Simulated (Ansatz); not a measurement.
Q: Name a neutral molecule of C, N, O and H with ideal-gas entropy at 298 K and 1 bar (rigid rotor, harmonic PBE0-D4/def2-TZVP) between 275 and 291 J/(mol·K) and HOMO energy (PBE0/def2-TZVPP) between -8.80 and -8.50 eV (Ansatz, PBE0-D4/def2-TZVP geometry).

A: `COC#N` (282 J/(mol·K), -8.56 eV). Other molecules can fit too; these were computed, each in one conformer that needn't be the lowest.
